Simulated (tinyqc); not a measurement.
MP2 on RHF in the sto-3g basis, for H2O, spin multiplicity 1, step by step. Computed by tinyqc, a small Python program that keeps every step (integrals from PySCF). Settings: charge = 0, multiplicity = 1, basis = sto-3g, method = RHF, energy threshold = 1e-10, iteration cap = 88, orthogonalisation = symmetric, start = core, DIIS depth = 6. Command: `OMP_NUM_THREADS=1 python tinyqc.py 20061 20062 out.jsonl` (the two numbers bound the seeds that draw the settings). One thread of a shared host (Intel(R) Xeon(R) Processor @ 2.60GHz), about 0.2 s of CPU time with the checks. The early iterations of the SCF are left out here.

## One-electron integrals

Geometry (angstrom):
```
atom        x         y        z
O     0.00000   0.00000  0.00000
H     0.00000   0.91300  0.70600
H     0.00000  -0.91300  0.70600
```

Basis sto-3g: exponents (1/bohr^2) and contraction coefficients of normalised primitives:
```
element  l (shell)   exponent  coefficient
O            s (1)  130.70932      0.15433
O            s (1)   23.80886      0.53533
O            s (1)    6.44361      0.44463
O            s (2)    5.03315     -0.09997
O            s (2)    1.16960      0.39951
O            s (2)    0.38039      0.70012
O            p (3)    5.03315      0.15592
O            p (3)    1.16960      0.60768
O            p (3)    0.38039      0.39196
H            s (1)    3.42525      0.15433
H            s (1)    0.62391      0.53533
H            s (1)    0.16886      0.44463
```

Overlap, kinetic and nuclear-attraction integrals over the contracted functions; the nuclear repulsion is the sum of Za Zb / Rab.

nuclear repulsion = 7.6259511 hartree

overlap S, lower triangle:
```
          1O 1s    1O 2s   1O 2px    1O 2py   1O 2pz    2H 1s    3H 1s
1O 1s   1.00000
1O 2s   0.23670  1.00000
1O 2px  0.00000  0.00000  1.00000
1O 2py  0.00000  0.00000  0.00000   1.00000
1O 2pz  0.00000  0.00000  0.00000   0.00000  1.00000
2H 1s   0.03378  0.35540  0.00000   0.25304  0.19567  1.00000
3H 1s   0.03378  0.35540  0.00000  -0.25304  0.19567  0.15757  1.00000
```

kinetic energy T (hartree), lower triangle:
```
           1O 1s    1O 2s   1O 2px    1O 2py   1O 2pz     2H 1s    3H 1s
1O 1s   29.00320
1O 2s   -0.16801  0.80813
1O 2px   0.00000  0.00000  2.52873
1O 2py   0.00000  0.00000  0.00000   2.52873
1O 2pz   0.00000  0.00000  0.00000   0.00000  2.52873
2H 1s   -0.00891  0.05354  0.00000   0.12362  0.09559   0.76003
3H 1s   -0.00891  0.05354  0.00000  -0.12362  0.09559  -0.00689  0.76003
```

nuclear attraction V (hartree), lower triangle:
```
            1O 1s     1O 2s    1O 2px    1O 2py    1O 2pz     2H 1s     3H 1s
1O 1s   -61.53547
1O 2s    -7.40014  -9.96568
1O 2px    0.00000   0.00000  -9.83946
1O 2py    0.00000   0.00000   0.00000  -9.93909
1O 2pz   -0.01306  -0.16106   0.00000   0.00000  -9.89903
2H 1s    -1.08044  -2.68643   0.00000  -1.67740  -1.33751  -5.12284
3H 1s    -1.08044  -2.68643   0.00000   1.67740  -1.33751  -0.89737  -5.12284
```

core Hamiltonian H = T + V (hartree), lower triangle:
```
            1O 1s     1O 2s    1O 2px    1O 2py    1O 2pz     2H 1s     3H 1s
1O 1s   -32.53227
1O 2s    -7.56815  -9.15755
1O 2px    0.00000   0.00000  -7.31073
1O 2py    0.00000   0.00000   0.00000  -7.41036
1O 2pz   -0.01306  -0.16106   0.00000   0.00000  -7.37030
2H 1s    -1.08935  -2.63289   0.00000  -1.55379  -1.24192  -4.36281
3H 1s    -1.08935  -2.63289   0.00000   1.55379  -1.24192  -0.90426  -4.36281
```

## Two-electron integrals

Functions are numbered as in S; the eight-fold symmetry (ij|kl) = (ji|kl) = (kl|ij) leaves the list below.

Two-electron integrals (ij|kl) in chemists' order, unique and non-zero (hartree):
```
(11|11) 4.78507    (21|11) 0.74138    (21|21) 0.13687    (22|11) 1.11895
(22|21) 0.25663    (22|22) 0.81721    (31|31) 0.02448    (32|31) 0.03781
(32|32) 0.18052    (33|11) 1.11581    (33|21) 0.25668    (33|22) 0.81702
(33|33) 0.88016    (41|41) 0.02448    (42|41) 0.03781    (42|42) 0.18052
(43|43) 0.04744    (44|11) 1.11581    (44|21) 0.25668    (44|22) 0.81702
(44|33) 0.78527    (44|44) 0.88016    (51|51) 0.02448    (52|51) 0.03781
(52|52) 0.18052    (53|53) 0.04744    (54|54) 0.04744    (55|11) 1.11581
(55|21) 0.25668    (55|22) 0.81702    (55|33) 0.78527    (55|44) 0.78527
(55|55) 0.88016    (61|11) 0.10701    (61|21) 0.01961    (61|22) 0.03659
(61|33) 0.03652    (61|41) 0.00071    (61|42) 0.00133    (61|44) 0.03666
(61|51) 0.00055    (61|52) 0.00103    (61|54) 0.00011    (61|55) 0.03660
(61|61) 0.00284    (62|11) 0.28372    (62|21) 0.06599    (62|22) 0.23555
(62|33) 0.23138    (62|41) 0.00392    (62|42) 0.03108    (62|44) 0.23907
(62|51) 0.00303    (62|52) 0.02404    (62|54) 0.00594    (62|55) 0.23598
(62|61) 0.00966    (62|62) 0.08703    (63|31) 0.00661    (63|32) 0.03955
(63|43) 0.00631    (63|53) 0.00488    (63|63) 0.01184    (64|11) 0.16952
(64|21) 0.03991    (64|22) 0.15211    (64|33) 0.14535    (64|41) 0.00868
(64|42) 0.05835    (64|44) 0.16264    (64|51) 0.00160    (64|52) 0.01454
(64|54) 0.00849    (64|55) 0.14815    (64|61) 0.00607    (64|62) 0.06833
(64|64) 0.06488    (65|11) 0.13109    (65|21) 0.03086    (65|22) 0.11762
(65|33) 0.11240    (65|41) 0.00160    (65|42) 0.01454    (65|44) 0.11601
(65|51) 0.00785    (65|52) 0.05079    (65|54) 0.00910    (65|55) 0.12431
(65|61) 0.00470    (65|62) 0.05284    (65|64) 0.04101    (65|65) 0.04356
(66|11) 0.45055    (66|21) 0.10647    (66|22) 0.43773    (66|33) 0.42087
(66|41) 0.00757    (66|42) 0.08449    (66|44) 0.45218    (66|51) 0.00585
(66|52) 0.06534    (66|54) 0.02421    (66|55) 0.43959    (66|61) 0.01568
(66|62) 0.21185    (66|64) 0.18983    (66|65) 0.14679    (66|66) 0.77461
(71|11) 0.10701    (71|21) 0.01961    (71|22) 0.03659    (71|33) 0.03652
(71|41) -0.00071   (71|42) -0.00133   (71|44) 0.03666    (71|51) 0.00055
(71|52) 0.00103    (71|54) -0.00011   (71|55) 0.03660    (71|61) 0.00280
(71|62) 0.00935    (71|64) 0.00542    (71|65) 0.00455    (71|66) 0.01507
(71|71) 0.00284    (72|11) 0.28372    (72|21) 0.06599    (72|22) 0.23555
(72|33) 0.23138    (72|41) -0.00392   (72|42) -0.03108   (72|44) 0.23907
(72|51) 0.00303    (72|52) 0.02404    (72|54) -0.00594   (72|55) 0.23598
(72|61) 0.00935    (72|62) 0.06871    (72|64) 0.03762    (72|65) 0.04050
(72|66) 0.13423    (72|71) 0.00966    (72|72) 0.08703    (73|31) 0.00661
(73|32) 0.03955    (73|43) -0.00631   (73|53) 0.00488    (73|63) 0.00899
(73|73) 0.01184    (74|11) -0.16952   (74|21) -0.03991   (74|22) -0.15211
(74|33) -0.14535   (74|41) 0.00868    (74|42) 0.05835    (74|44) -0.16264
(74|51) -0.00160   (74|52) -0.01454   (74|54) 0.00849    (74|55) -0.14815
(74|61) -0.00542   (74|62) -0.03762   (74|64) -0.01210   (74|65) -0.02176
(74|66) -0.06752   (74|71) -0.00607   (74|72) -0.06833   (74|74) 0.06488
(75|11) 0.13109    (75|21) 0.03086    (75|22) 0.11762    (75|33) 0.11240
(75|41) -0.00160   (75|42) -0.01454   (75|44) 0.11601    (75|51) 0.00785
(75|52) 0.05079    (75|54) -0.00910   (75|55) 0.12431    (75|61) 0.00455
(75|62) 0.04050    (75|64) 0.02176    (75|65) 0.03251    (75|66) 0.08608
(75|71) 0.00470    (75|72) 0.05284    (75|74) -0.04101   (75|75) 0.04356
(76|11) 0.08905    (76|21) 0.02092    (76|22) 0.08146    (76|33) 0.07953
(76|44) 0.08114    (76|51) 0.00148    (76|52) 0.01416    (76|55) 0.08363
(76|61) 0.00303    (76|62) 0.03003    (76|64) 0.02056    (76|65) 0.02052
(76|66) 0.07726    (76|71) 0.00303    (76|72) 0.03003    (76|74) -0.02056
(76|75) 0.02052    (76|76) 0.01319    (77|11) 0.45055    (77|21) 0.10647
(77|22) 0.43773    (77|33) 0.42087    (77|41) -0.00757   (77|42) -0.08449
(77|44) 0.45218    (77|51) 0.00585    (77|52) 0.06534    (77|54) -0.02421
(77|55) 0.43959    (77|61) 0.01507    (77|62) 0.13423    (77|64) 0.06752
(77|65) 0.08608    (77|66) 0.28795    (77|71) 0.01568    (77|72) 0.21185
(77|74) -0.18983   (77|75) 0.14679    (77|76) 0.07726    (77|77) 0.77461
```

## Orthogonalisation

S = U s U^T; symmetric (Loewdin) form X = U s^(-1/2) U^T, so that X^T S X = 1.

eigenvalues of S: 0.46737  0.55479  0.88673  1.00000  1.10128  1.28764  1.70218

X, lower triangle:
```
           1O 1s     1O 2s   1O 2px    1O 2py    1O 2pz     2H 1s    3H 1s
1O 1s    1.02343
1O 2s   -0.13483   1.13422
1O 2px   0.00000   0.00000  1.00000
1O 2py   0.00000   0.00000  0.00000   1.06232
1O 2pz  -0.00650   0.06038  0.00000   0.00000   1.03246
2H 1s    0.01786  -0.20028  0.00000  -0.15928  -0.10810   1.10773
3H 1s    0.01786  -0.20028  0.00000   0.15928  -0.10810  -0.05377  1.10773
```

## Starting guess

The start is the orbitals of the core Hamiltonian; D = 2 C_occ C_occ^T.

D at the start, lower triangle:
```
           1O 1s     1O 2s   1O 2px    1O 2py    1O 2pz    2H 1s    3H 1s
1O 1s    2.12851
1O 2s   -0.55975   2.43431
1O 2px   0.00000   0.00000  2.00000
1O 2py   0.00000   0.00000  0.00000   2.21517
1O 2pz  -0.03349   0.19109  0.00000   0.00000   2.11240
2H 1s    0.06081  -0.25980  0.00000  -0.26559  -0.18126  0.07191
3H 1s    0.06081  -0.25980  0.00000   0.26559  -0.18126  0.00822  0.07191
```

## Iteration 8 (converged): orbitals

converged F (hartree), lower triangle:
```
            1O 1s     1O 2s    1O 2px    1O 2py    1O 2pz     2H 1s     3H 1s
1O 1s   -20.26239
1O 2s    -5.16441  -2.40157
1O 2px    0.00000   0.00000  -0.38776
1O 2py    0.00000   0.00000   0.00000  -0.20989
1O 2pz   -0.02407  -0.05885   0.00000   0.00000  -0.25237
2H 1s    -0.75138  -0.72944   0.00000  -0.34381  -0.30735  -0.37135
3H 1s    -0.75138  -0.72944   0.00000   0.34381  -0.30735  -0.21054  -0.37135
```

Diagonalise F' = X^T F X, C = X C', fill 5 alpha and 5 beta electrons from the bottom; D = 2 C_occ C_occ^T. Each column has its largest component positive (the first on a tie).

F' = X^T F X (hartree), lower triangle:
```
           1         2         3         4         5         6         7
1  -19.88936
2   -2.68064  -1.33710
3    0.00000   0.00000  -0.38776
4    0.00000   0.00000   0.00000  -0.01232
5   -0.05080   0.09496   0.00000   0.00000  -0.14104
6   -0.07242  -0.36894   0.00000  -0.37640  -0.28593  -0.03134
7   -0.07242  -0.36894   0.00000   0.37640  -0.28593  -0.05816  -0.03134
```

orbital energies (hartree): MO1 -20.27052, MO2 -1.19326, MO3 -0.52542, MO4 -0.42790, MO5 -0.38776, MO6 0.43468, MO7 0.53992

coefficients C:
```
             MO1       MO2       MO3       MO4      MO5       MO6       MO7
1O 1s    0.99453  -0.24174   0.00000   0.08881  0.00000  -0.10419   0.00000
1O 2s    0.02342   0.90402   0.00000  -0.45193  0.00000   0.60535   0.00000
1O 2px   0.00000   0.00000   0.00000   0.00000  1.00000   0.00000   0.00000
1O 2py   0.00000   0.00000   0.60852   0.00000  0.00000   0.00000   0.89942
1O 2pz   0.00279   0.07185   0.00000   0.74051  0.00000   0.73451   0.00000
2H 1s   -0.00418   0.13692   0.45530   0.34533  0.00000  -0.68521  -0.70187
3H 1s   -0.00418   0.13692  -0.45530   0.34533  0.00000  -0.68521   0.70187
```

D after iteration 8, lower triangle:
```
           1O 1s     1O 2s   1O 2px    1O 2py   1O 2pz     2H 1s    3H 1s
1O 1s    2.11082
1O 2s   -0.47077   2.04410
1O 2px   0.00000   0.00000  2.00000
1O 2py   0.00000   0.00000  0.00000   0.74060
1O 2pz   0.10233  -0.53928  0.00000   0.00000  1.10706
2H 1s   -0.01317  -0.06476  0.00000   0.55412  0.53109   0.69063
3H 1s   -0.01317  -0.06476  0.00000  -0.55412  0.53109  -0.13857  0.69063
```

## Convergence

Stop when the energy changes by less than 1e-10 hartree and every element of the error matrix X^T (F D S - S D F) X is below 3e-06.

Course of the cycle:
```
iteration  E (hartree)     change  largest element of the error matrix
1          -73.2983223          -                             5.11e-01
2          -74.7315312  -1.43e+00                             3.13e-01
3          -74.9136176  -1.82e-01                             5.70e-02
4          -74.9182546  -4.64e-03                             1.35e-02
5          -74.9185944  -3.40e-04                             3.30e-03
6          -74.9186396  -4.52e-05                             4.53e-04
7          -74.9186399  -3.31e-07                             5.87e-06
8          -74.9186399  -7.91e-11                             1.66e-07
```

PySCF RHF in the same basis = -74.9186399 hartree

Converged in 8 iterations.

## Populations, bond orders and dipole

Mulliken: Z minus the diagonal of D S on the atom; Loewdin: the same with S^(1/2) D S^(1/2); Mayer order: 2 sum_s sum (D(s) S)_ij (D(s) S)_ji over the two atoms.

Charges (e):
```
atom  Mulliken   Loewdin
1O    -0.22106  -0.16355
2H     0.11053   0.08177
3H     0.11053   0.08177
```

Mayer bond orders:
```
pair    order
2-1   0.97977
3-1   0.97977
3-2   0.00801
```

dipole moment about the origin, x y z (debye): 0.00000  0.00000  1.45674

## Integrals over molecular orbitals

(pq|rs) = sum C_ip C_jq C_kr C_ls (ij|kl), one index at a time.

one-electron integrals over orbitals h = C^T H C (hartree), lower triangle:
```
           1         2         3         4         5         6         7
1  -32.51594
2    0.57292  -7.54160
3    0.00000   0.00000  -5.89993
4   -0.19740   0.53867   0.00000  -6.47152
5    0.00000   0.00000   0.00000   0.00000  -7.31073
6    0.23940  -1.15462   0.00000  -1.38186   0.00000  -5.26022
7    0.00000   0.00000  -1.79072   0.00000   0.00000   0.00000  -5.47872
```

Two-electron integrals over orbitals (pq|rs), unique and non-zero (hartree):
```
(11|11) 4.74730    (21|11) -0.43296   (21|21) 0.06233    (22|11) 1.02689
(22|21) -0.01591   (22|22) 0.72553    (31|31) 0.01050    (32|31) 0.01655
(32|32) 0.12626    (33|11) 0.75077    (33|21) -0.00478   (33|22) 0.60630
(33|33) 0.58176    (41|11) 0.15746    (41|21) -0.02113   (41|22) 0.01141
(41|33) 0.00523    (41|41) 0.02313    (42|11) -0.14876   (42|21) 0.00765
(42|22) -0.03083   (42|33) 0.00350    (42|41) 0.01847    (42|42) 0.12996
(43|31) -0.00225   (43|32) 0.02941    (43|43) 0.05827    (44|11) 0.91700
(44|21) -0.01072   (44|22) 0.65598    (44|33) 0.55630    (44|41) -0.00813
(44|42) -0.08956   (44|44) 0.68246    (51|51) 0.02595    (52|51) 0.03347
(52|52) 0.15236    (53|53) 0.02574    (54|51) -0.01132   (54|52) -0.04253
(54|54) 0.04612    (55|11) 1.11536    (55|21) -0.01228   (55|22) 0.75770
(55|33) 0.59339    (55|41) 0.00444    (55|42) -0.08101   (55|44) 0.68003
(55|55) 0.88016    (61|11) -0.18637   (61|21) 0.02842    (61|22) -0.00249
(61|33) 0.00062    (61|41) 0.00392    (61|42) 0.02073    (61|44) -0.01461
(61|55) -0.00512   (61|61) 0.02450    (62|11) 0.25336    (62|21) -0.00596
(62|22) 0.12659    (62|33) 0.06271    (62|41) 0.01830    (62|42) 0.03620
(62|44) 0.05737    (62|55) 0.13532    (62|61) 0.01074    (62|62) 0.09268
(63|31) 0.00241    (63|32) -0.03656   (63|43) -0.04076   (63|63) 0.07666
(64|11) 0.28287    (64|21) -0.00386   (64|22) 0.13683    (64|33) 0.04980
(64|41) 0.00101    (64|42) -0.05134   (64|44) 0.13309    (64|55) 0.15828
(64|61) -0.00206   (64|62) 0.05896    (64|64) 0.10517    (65|51) 0.01238
(65|52) 0.04897    (65|54) 0.00742    (65|65) 0.03326    (66|11) 0.77281
(66|21) -0.00750   (66|22) 0.58655    (66|33) 0.54098    (66|41) 0.01680
(66|42) 0.04474    (66|44) 0.54032    (66|55) 0.57293    (66|61) 0.00865
(66|62) 0.08914    (66|64) 0.05548    (66|66) 0.57396    (71|31) 0.01411
(71|32) 0.02131    (71|43) -0.00306   (71|63) 0.00273    (71|71) 0.01899
(72|31) 0.01503    (72|32) 0.05819    (72|43) -0.02853   (72|63) 0.02801
(72|71) 0.01937    (72|72) 0.07001    (73|11) 0.37344    (73|21) -0.00691
(73|22) 0.17214    (73|33) 0.08832    (73|41) -0.00016   (73|42) -0.07651
(73|44) 0.13835    (73|55) 0.20652    (73|61) -0.00535   (73|62) 0.06547
(73|64) 0.10700    (73|66) 0.04621    (73|73) 0.16200    (74|31) -0.00777
(74|32) -0.07021   (74|43) -0.01774   (74|63) 0.05747    (74|71) -0.01050
(74|72) -0.01722   (74|74) 0.07140    (75|53) 0.02392    (75|75) 0.02527
(76|31) 0.00717    (76|32) 0.08211    (76|43) 0.06586    (76|63) -0.06753
(76|71) 0.00948    (76|72) -0.00254   (76|74) -0.06096   (76|76) 0.11171
(77|11) 0.83042    (77|21) -0.00882   (77|22) 0.60421    (77|33) 0.57365
(77|41) 0.00354    (77|42) -0.01942   (77|44) 0.57036    (77|55) 0.60453
(77|61) -0.00334   (77|62) 0.05873    (77|64) 0.05419    (77|66) 0.54328
(77|73) 0.09715    (77|77) 0.58896
```

## Second-order Moller-Plesset energy

Hartree-Fock energy = -74.9186399 hartree

E2 = sum_ijab (ia|jb) [2 (ia|jb) - (ib|ja)] / (e_i + e_j - e_a - e_b) over occupied i, j and virtual a, b; the opposite-spin part is (ia|jb)^2 / denominator, the rest is same-spin, and SCS-MP2 scales them by 6/5 and 1/3.

Terms:
```
i  j  a  b   (ia|jb)   (ib|ja)  denominator       term
3  3  7  7   0.16200   0.16200     -2.13069   -0.01232
4  3  6  7   0.10700   0.05747     -1.92792   -0.00869
3  4  7  6   0.10700   0.05747     -1.92792   -0.00869
4  4  6  6   0.10517   0.10517     -1.72516   -0.00641
3  3  6  6   0.07666   0.07666     -1.92020   -0.00306
2  2  6  6   0.09268   0.09268     -3.25588   -0.00264
4  4  7  7   0.07140   0.07140     -1.93565   -0.00263
3  2  7  6   0.06547   0.02801     -2.69328   -0.00250
2  3  6  7   0.06547   0.02801     -2.69328   -0.00250
2  2  7  7   0.07001   0.07001     -3.46637   -0.00141
4  2  6  6   0.05896   0.05896     -2.49052   -0.00140
2  4  6  6   0.05896   0.05896     -2.49052   -0.00140
5  5  6  6   0.03326   0.03326     -1.64487   -0.00067
5  5  7  7   0.02527   0.02527     -1.85536   -0.00034
3  4  6  7   0.05747   0.10700     -1.92792   -0.00024
4  3  7  6   0.05747   0.10700     -1.92792   -0.00024
2  4  7  7  -0.01722  -0.01722     -2.70101   -0.00011
4  2  7  7  -0.01722  -0.01722     -2.70101   -0.00011
3  2  6  7   0.02801   0.06547     -2.69328    0.00010
2  3  7  6   0.02801   0.06547     -2.69328    0.00010
1  2  7  7   0.01937   0.01937    -22.54362  -1.66e-05
2  1  7  7   0.01937   0.01937    -22.54362  -1.66e-05
1  1  6  6   0.02450   0.02450    -41.41039  -1.45e-05
1  1  7  7   0.01899   0.01899    -41.62088  -8.67e-06
1  2  6  6   0.01074   0.01074    -22.33313  -5.17e-06
2  1  6  6   0.01074   0.01074    -22.33313  -5.17e-06
4  1  7  7  -0.01050  -0.01050    -21.77826  -5.06e-06
1  4  7  7  -0.01050  -0.01050    -21.77826  -5.06e-06
3  1  7  6  -0.00535   0.00273    -21.77054  -3.30e-06
1  3  6  7  -0.00535   0.00273    -21.77054  -3.30e-06
1  3  7  6   0.00273  -0.00535    -21.77054  -1.36e-06
3  1  6  7   0.00273  -0.00535    -21.77054  -1.36e-06
1  4  6  6  -0.00206  -0.00206    -21.56777  -1.97e-07
4  1  6  6  -0.00206  -0.00206    -21.56777  -1.97e-07
```

Pair energies (hartree; pair i-j sums ij and ji):
```
pair  opposite spin  same spin
1-1       -2.32e-05    0.00000
2-1       -4.36e-05    0.00000
2-2        -0.00405    0.00000
3-1       -3.32e-06  -6.00e-06
3-2        -0.00377   -0.00104
3-3        -0.01538    0.00000
4-1       -1.05e-05    0.00000
4-2        -0.00301    0.00000
4-3        -0.01530   -0.00254
4-4        -0.00905    0.00000
5-5        -0.00102    0.00000
```

MP2 correlation energy = -0.0552462 hartree

SCS-MP2 correlation energy = -0.0631823 hartree

MP2 total energy = -74.9738861 hartree
